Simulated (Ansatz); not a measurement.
# SiPN+ (doublet): from Hartree-Fock to the top rungs, def2-QZVPP

One table from this session's results is given with a row withheld; the runs are named, their logs left out.

Method: def2-QZVPP, core rule «outside noble gas», up to 11 orbitals frozen; program: Ansatz 0.2.0, Gaussian basis.

Plan: UHF; ROHF; CCSD(T) on UHF.

2 further runs of the same task are left out: 2 set aside as unsound or not needed.

### The system

The geometry is a PBE0/def2-TZVP stationary point (not a proven minimum) of the parent state, kept for this charge and spin.

3 atoms, charge 1, spin multiplicity 2.

Atoms are counted from 1 here; the program's logs count them from 0.

Bond lengths: N1–Si2 1.608 Å, Si2–P3 2.062 Å. Angles: N1–Si2–P3 180.0°.

The first run:

in.yaml

```yaml
crystal:
  periodic: [false, false, false]
  atoms:
    - {symbol: N, position_ang: [0.000000, 0.000000, 1.759600]}
    - {symbol: Si, position_ang: [0.000000, 0.000000, 0.151300]}
    - {symbol: P, position_ang: [0.000000, 0.000000, -1.910900]}
basis:
  gaussian: {orbitals: "def2-QZVPP.json"}
total_charge: 1
magnetization: {spin_polarized: true, initial_magnetization: 1}
hamiltonian: {xc: hf}
output: {orbitals: {seedname: orbitals}}
```

The run is started by

```sh
$ ansatz run in.yaml --threads 1 --pin off --events-out ev --progress --plain --max-ram 2393MiB
```

Steps of the session up to this table: UHF; ROHF; CCSD(T) on UHF.

One table of the session follows, with a row left open; its other results are not shown here.

```
  method  from UCCSD(T) (kJ/mol)
    ROHF                 +1275.3
    UMP2                  +184.1
   UCCSD                       ?
UCCSD(T)                       0
```

Q: Estimate the row for UCCSD from the others.

**Answer.** from UCCSD(T) (kJ/mol): +71.4. In the column «from UCCSD(T) (kJ/mol)» it lies between UCCSD(T) (0) and UMP2 (+184.1).

Left out of the table: UHF (another determinant or state than the rows shown).

To keep in mind: The determinant is far from a pure spin state, so its energy mixes those of several spin states (harmless only where they are near-degenerate, as at dissociation). Warnings: spin contamination; coupled cluster took another determinant than the lowest.
